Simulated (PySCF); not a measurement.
Species: C₅H₁₀N (doublet state).
Structure used (GFN2-xTB), in Å, numbered top down from 1:
```xyz
16
C5H10N angstrom
C      2.1825   -0.1283   -0.2913
C      1.3557    0.0583    0.9692
C      0.0788    0.2422    1.0881
C     -1.1874    0.3887    0.3583
C     -1.7680   -0.9904    0.0296
N     -1.0626    1.1655   -0.8781
H      2.8971    0.6890   -0.3849
H      2.7388   -1.0618   -0.2243
H      1.5582   -0.1576   -1.1801
H      1.9651    0.0218    1.8691
H     -1.9097    0.9331    0.9839
H     -2.6941   -0.8696   -0.5254
H     -1.9652   -1.5415    0.9446
H     -1.0647   -1.5585   -0.5754
H     -0.7226    2.1002   -0.6827
H     -0.4095    0.7179   -1.5120
```

The hyperfine couplings belong to this conformer and change with its torsions.

As a line formula: `C/C=[C]\[C@H](C)N` [radical].

Computed, not measured: UKS B3LYP, pcH-1 on C H N, non-relativistic, mean-field spin-orbit, GIAO in PySCF 2.14.0. Isolated species at its GFN2-xTB geometry (one conformer only). GFN2-xTB frequencies show an imaginary mode (42i cm⁻¹), so this geometry is no minimum at that level. A GFN2-xTB geometry isn't a minimum of the functional, and hyperfine couplings can be far from their values at a DFT geometry. Stability of the SCF solution: not tested.

Task: What is the g tensor, term by term?

Result: 
```tsv
Δg (ppm)	1	2	3
relativistic mass correction	-162	-162	-162
gauge correction	43	12	28
orbital Zeeman/spin–orbit	-557	35	440
total	-675	-114	306
```

So g = 2.00164, 2.00220, 2.00263 and g_iso = 2.00216; the tensor is rhombic: the two nearest values differ by 43 % of g3 − g1. Axes: g1 points within 11° of the C3–C4 bond and g2 points within 15° of the C1–C2 bond.

Task: How much does each term add to the isotropic shift?

Result: The mass correction -162, the gauge correction 28 and the orbital-Zeeman/spin–orbit term -27 ppm, for a total of -161 ppm. The mass correction is the largest in size. The mass correction is the same along every axis, so the anisotropy comes from the other two: their spans along these axes are 31 (gauge) and 997 ppm (orbital Zeeman/spin–orbit).

Task: At 9.501 GHz, how far is the centre of the isotropic spectrum from where a free electron (g = 2.002319) resonates?

Result: B = hν/(g μB) with μB/h = 13.99624 MHz/mT gives 339.02 mT for the free electron and 339.05 mT at g_iso, 0.03 mT higher.

Task: What effective moment and Curie constant follow for a powder?

Result: With the mean of g² = 4.0086 and S(S+1) = 0.75: μ_eff = √(⟨g²⟩S(S+1)) = 1.734 μB and χT = 0.12505·⟨g²⟩·S(S+1) = 0.376 cm³ K/mol (cgs; spin-Hamiltonian part alone).

Task: In a frozen sample, at which fields do the three g values resonate at 9.5, 34, 94 and 263 GHz (hyperfine left aside), and which band first spreads them over more than twice a line width of 0.5 mT?

Result: 
| band | GHz | B(g3) mT | B(g2) mT | B(g1) mT | spread mT |
| --- | --- | --- | --- | --- | --- |
| X | 9.5 | 338.93 | 339.00 | 339.10 | 0.17 |
| Q | 34.0 | 1213.02 | 1213.27 | 1213.61 | 0.60 |
| W | 94.0 | 3353.64 | 3354.35 | 3355.29 | 1.65 |
| J | 263.0 | 9383.06 | 9385.03 | 9387.66 | 4.60 |

The spread grows in proportion to the frequency. W band is the first where it exceeds 1.0 mT.

The largest Mulliken spin populations are on C3 (+0.98), C2 (-0.16), C1 (+0.08) and N6 (+0.07). No atom but C3 exceeds +0.15. The positive populations add up to 1.20 and the negative ones to -0.20, together 2S = 1.

The HOMO–LUMO gaps are 5.99 eV among the α and 4.87 eV among the β orbitals.
